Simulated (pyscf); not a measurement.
Thermochemistry of product channels of H₂N–SiH₂–F + HCl on the singlet surface, in kcal/mol, from ωB97M-D3(BJ)/def2-TZVP energies (ideal gas, 1 atm, RRHO with modes under 100 cm⁻¹ raised to 100, one conformer, R ln 2 for chiral ones without a mode under 150 cm⁻¹). PySCF, gas phase, ωB97X-D3(BJ)/def2-SVP geometries.

| products | ΔE | ΔH(298 K) | ΔG(900 K) | ΔG(1200 K) |
|---|---|---|---|---|
| H₂N–SiH(F)–Cl + H₂ | -20.9 | -22.5 | -19.1 | -18.6 |
| NH₃ + F–SiH₂–Cl | -7.5 | -5.6 | -5.8 | -5.4 |

These are energies of the channels, which say nothing of barriers.
